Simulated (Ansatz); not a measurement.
Ideal-gas functions of C₂H₅O (`CC[O]`) radical at 500 K and 1 bar, from an Ansatz frequency run at PBE0-D4/def2-TZVP.

Molar mass 45.06 g/mol, point group Cs (symmetry number 1), electronic degeneracy 2, moments of inertia 12.58, 52.413, 58.834 u Å². Harmonic wavenumbers (cm⁻¹, unscaled): 73, 263, 436, 857, 903, 1098, 1106, 1239, 1327, 1386, 1407, 1477, 1487, 2913, 2926, 3054, 3131, 3140.

Use S(trans) = R[1.5 ln M + 2.5 ln T − 1.1517]; rotational temperatures θ = 24.2544 K / I; S(rot) = R[ln(√π/σ · √(T³/θAθBθC)) + 1.5]; for each mode x = 1.438777 ν̃/T, S = R[x/(eˣ − 1) − ln(1 − e⁻ˣ)] and H = RT x/(eˣ − 1); 1 cm⁻¹ = 0.0119627 kJ/mol; R = 8.31446 J/(mol·K).

By hand: the entropy, in J/(mol·K).

Translation 167.1. Rotation: θ = 1.928, 0.4628, 0.4123 K, giving 98.9. Vibration, mode by mode: 21.30, 10.83, 6.95, 2.64, 2.38, 1.53, 1.50, 1.10, 0.90, 0.78, 0.74, 0.63, 0.62, 0.02, 0.02, 0.01, 0.01, 0.01, in all 52.0. Electronic 5.8. Sum 323.8 J/(mol·K).

By hand: H − E and G − E in kJ/mol, counted from the electronic energy.

Zero-point energy ½ × 28223 × 0.0119627 = 168.8; thermal vibration 13.5; translation, rotation and pV give 4 RT = 16.6. H − E = 198.9 kJ/mol, and G − E = 198.9 − 500 × 323.8/1000 = 37.0 kJ/mol.

Vibration gives 16 % of the entropy, 21.3 J/(mol·K) of it from the mode under 150 cm⁻¹: soft modes count most, and the harmonic formula is weakest for them.
